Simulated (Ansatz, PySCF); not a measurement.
Species: methylsilane, CH₆Si, charge 0, multiplicity 1. SMILES: C[SiH3]
Geometry: optimised at B3LYP-D3(BJ)/def2-TZVP (Ansatz, a first-principles code).

Property: atomisation energy (electronic, to ground-state atoms), in kcal/mol. Cores are frozen in the correlated levels unless marked. Open shells are spin-unrestricted. Spin-orbit coupling is left out. Non-relativistic. The coupled-cluster limit lacks core correlation, which all-electron functionals hold. Basis-set limits of correlation are two-point, X^-3; Hartree-Fock from the larger set. [CCSD(T)-MP2]/basis is that difference in the basis named.

```tsv
level	program	atomisation energy (kcal/mol)	minus last row	rough core time
RI-HF/cc-pV(Q+d)Z	Ansatz	489.9	-139.2	-
r2SCAN0/def2-TZVPD	Ansatz	623.4	-5.7	under 20 s
PW6B95/def2-TZVPD	PySCF	626.0	-3.1	-
HSE06-D3(BJ)/def2-TZVPD	Ansatz + dftd3	622.7	-6.4	under 20 s
B2GP-PLYP-D4/def2-TZVPD	Ansatz + dftd4	618.8	-10.3	under 20 s
B2GP-PLYP/def2-TZVPD	Ansatz	617.9	-11.2	under 20 s
RPA@PBE/cc-pV(Q+d)Z	Ansatz	602.8	-26.3	under 20 s
MP2/def2-TZVPP	Ansatz	612.1	-17.0	-
RI-MP2/CBS(def2-TZVPP,def2-QZVPP)+[CCSD(T)-MP2]/def2-TZVPP	Ansatz	629.3	0.2	under 20 s
RI-MP2/CBS(def2-TZVPPD,def2-QZVPPD)+[CCSD(T)-MP2]/def2-TZVPPD	Ansatz	629.1	0.0	27 s
```

Core times are rough, on shared machines, summed over the molecules involved; a dash marks a level read off another run, or run on other hardware, by another program or under a memory cap.
